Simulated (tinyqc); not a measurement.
Harmonic frequencies on the RHF/sto-3g surface (energies and gradients from PySCF), for H2O, spin multiplicity 1, step by step. One step of it, computed by the program tinyqc.

Task: One row of the Hessian: 2Hy. Displace 2Hy by +/-0.01 bohr; H(k, :) = (g(+) - g(-)) / (2 delta).

optimised positions (bohr), order 1O, 2H, 3H:
$$\begin{pmatrix}
0.025920 & -0.030354 & -0.165781 \\
0.045584 & 1.418303 & 1.016089 \\
0.058888 & -1.446531 & 1.054536
\end{pmatrix}$$

gradient at +delta (hartree/bohr), order 1O, 2H, 3H:
$$\begin{pmatrix}
-0.00002874 & -0.00406225 & -0.00210795 \\
0.00004026 & 0.00442586 & 0.00270356 \\
-0.00001152 & -0.00036361 & -0.00059562
\end{pmatrix}$$

gradient at -delta (hartree/bohr), order 1O, 2H, 3H:
$$\begin{pmatrix}
0.00003015 & 0.00412650 & 0.00219383 \\
-0.00004163 & -0.00450145 & -0.00279155 \\
0.00001148 & 0.00037495 & 0.00059773
\end{pmatrix}$$

Give: row of the Hessian.

Result:

row of the Hessian (hartree/bohr^2): 1Ox -0.002944, 1Oy -0.409437, 1Oz -0.215089, 2Hx 0.004094, 2Hy 0.446365, 2Hz 0.274756, 3Hx -0.001150, 3Hy -0.036928, 3Hz -0.059667
